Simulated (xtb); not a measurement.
xtb input for BeH, SMILES [BeH+], charge +1, GFN2-xTB. 

```
$ xtb mol.xyz --gfn 2 --sp --chrg 1 --uhf 0 --json
$ cat mol.xyz
2

Be     0.00000000     0.00000000    -0.27954692
H      0.00000000     0.00000000     1.11818766
```

Log of the run:

```
[banner left out]
          |                Calculation Setup                |
           -------------------------------------------------



           -------------------------------------------------
          |                 G F N 2 - x T B                 |
           -------------------------------------------------

        Reference                      10.1021/acs.jctc.8b01176
      * Hamiltonian:
        H0-scaling (s, p, d)           1.850000    2.230000    2.230000
        zeta-weighting                 0.500000
      * Dispersion:
        s8                             2.700000
        a1                             0.520000
        a2                             5.000000
        s9                             5.000000
      * Repulsion:
        kExp                           1.500000    1.000000
        rExp                           1.000000
      * Coulomb:
        alpha                          2.000000
        third order                    shell-resolved
        anisotropic                    true
        a3                             3.000000
        a5                             4.000000
        cn-shift                       1.200000
        cn-exp                         4.000000
        max-rad                        5.000000


          ...................................................
          :                      SETUP                      :
          :.................................................:
          :  # basis functions                   5          :
          :  # atomic orbitals                   5          :
          :  # shells                            3          :
          :  # electrons                         2          :
          :  max. iterations                   250          :
          :  Hamiltonian                  GFN2-xTB          :
          :  restarted?                      false          :
          :  GBSA solvation                  false          :
          :  PC potential                    false          :
          :  electronic temp.          300.0000000     K    :
          :  accuracy                    1.0000000          :
          :  -> integral cutoff          0.2500000E+02      :
          :  -> integral neglect         0.1000000E-07      :
          :  -> SCF convergence          0.1000000E-05 Eh   :
          :  -> wf. convergence          0.1000000E-03 e    :
          :  Broyden damping             0.4000000          :
          :  net charge                          1          :
          :  unpaired electrons                  0          :
          ...................................................

 iter      E             dE          RMSdq      gap      omega  full diag
   1     -0.2094152 -0.209415E+00  0.538E+01    0.17       0.0  T
   2     -0.5392914 -0.329876E+00  0.116E+01    3.95       1.0  T
   3     -0.6240383 -0.847468E-01  0.173E+01    2.22       1.0  T
   4     -0.6213488  0.268951E-02  0.190E+01    2.11       1.0  T
   5     -0.6356841 -0.143353E-01  0.457E+00    3.55       1.0  T
   6     -0.6357169 -0.327876E-04  0.925E-01    3.85       1.0  T
   7     -0.6357505 -0.336111E-04  0.311E-01    3.87       1.0  T
   8     -0.6357588 -0.832599E-05  0.215E-01    3.87       1.0  T
   9     -0.6357600 -0.122201E-05  0.835E-02    3.87       1.0  T
  10     -0.6357604 -0.378317E-06  0.406E-03    3.87      17.4  T
  11     -0.6357604 -0.134604E-08  0.121E-03    3.87      58.5  T
  12     -0.6357604 -0.664121E-10  0.838E-05    3.87     844.1  T
  13     -0.6357604 -0.264233E-13  0.712E-07    3.87   99366.5  T

   *** convergence criteria satisfied after 13 iterations ***

         #    Occupation            Energy/Eh            Energy/eV
      -------------------------------------------------------------
         1        2.0000           -0.8426156             -22.9287 (HOMO)
         2                         -0.7002613             -19.0551 (LUMO)
         3                         -0.7001846             -19.0530
         4                         -0.7001846             -19.0530
         5                         -0.0716427              -1.9495
      -------------------------------------------------------------
                  HL-Gap            0.1423543 Eh            3.8737 eV
             Fermi-level           -0.7714385 Eh          -20.9919 eV

 SCC (total)                   0 d,  0 h,  0 min,  0.002 sec
 SCC setup                      ...        0 min,  0.000 sec (  6.459%)
 Dispersion                     ...        0 min,  0.000 sec (  1.802%)
 classical contributions        ...        0 min,  0.000 sec (  1.192%)
 integral evaluation            ...        0 min,  0.000 sec (  9.752%)
 iterations                     ...        0 min,  0.002 sec ( 67.234%)
 molecular gradient             ...        0 min,  0.000 sec (  9.662%)
 printout                       ...        0 min,  0.000 sec (  3.122%)

         :::::::::::::::::::::::::::::::::::::::::::::::::::::
         ::                     SUMMARY                     ::
         :::::::::::::::::::::::::::::::::::::::::::::::::::::
         :: total energy              -0.632144408716 Eh    ::
         :: gradient norm              0.000000111170 Eh/a0 ::
         :: HOMO-LUMO gap              3.873658142609 eV    ::
         ::.................................................::
         :: SCC energy                -0.635760423540 Eh    ::
         :: -> isotropic ES            0.128812644886 Eh    ::
         :: -> anisotropic ES         -0.010081682600 Eh    ::
         :: -> anisotropic XC         -0.037515634253 Eh    ::
         :: -> dispersion             -0.000060818374 Eh    ::
         :: repulsion energy           0.003616014824 Eh    ::
         :: add. restraining           0.000000000000 Eh    ::
         :: total charge               1.000000000000 e     ::
         :::::::::::::::::::::::::::::::::::::::::::::::::::::

           -------------------------------------------------
          |                Property Printout                |
           -------------------------------------------------

    * Orbital Energies and Occupations

         #    Occupation            Energy/Eh            Energy/eV
      -------------------------------------------------------------
         1        2.0000           -0.8426156             -22.9287 (HOMO)
         2                         -0.7002613             -19.0551 (LUMO)
         3                         -0.7001846             -19.0530
         4                         -0.7001846             -19.0530
         5                         -0.0716427              -1.9495
      -------------------------------------------------------------
                  HL-Gap            0.1423543 Eh            3.8737 eV
             Fermi-level           -0.7714385 Eh          -20.9919 eV

     #   Z          covCN         q      C6AA      α(0)
     1   4 Be       0.858     0.714    53.963    22.023
     2   1 H        0.858     0.286     0.755     1.361

 Mol. C6AA /au·bohr⁶  :         65.018229
 Mol. C8AA /au·bohr⁸  :       2652.492546
 Mol. α(0) /au        :         23.384281


Wiberg/Mayer (AO) data.
largest (>0.10) Wiberg bond orders for each atom

 ---------------------------------------------------------------------------
     #   Z sym  total        # sym  WBO       # sym  WBO       # sym  WBO
 ---------------------------------------------------------------------------
     1   4 Be   0.918 --     2 H    0.918
     2   1 H    0.918 --     1 Be   0.918
 ---------------------------------------------------------------------------

Topologies differ in total number of bonds
Writing topology from bond orders to xtbtopo.mol

molecular dipole:
                 x           y           z       tot (Debye)
Note: The following floating-point exceptions are signalling: IEEE_DENORMAL
normal termination of xtb
 q only:        0.000       0.000       0.228
   full:        0.000       0.000      -1.750       4.449
molecular quadrupole (traceless):
                xx          xy          yy          xz          yz          zz
 q only:       -0.739       0.000      -0.739       0.000       0.000       1.478
  q+dip:       -2.224       0.000      -2.224      -0.000      -0.000       4.448
   full:       -0.465       0.000      -0.465       0.000       0.000       0.929


           -------------------------------------------------
          | TOTAL ENERGY               -0.632144408716 Eh   |
          | GRADIENT NORM               0.000000111170 Eh/α |
          | HOMO-LUMO GAP               3.873658142609 eV   |
           -------------------------------------------------

------------------------------------------------------------------------
------------------------------------------------------------------------
 total:
 SCF:
```

The calculation finished and met its thresholds.

Cost: very roughly 0.09 core-seconds.
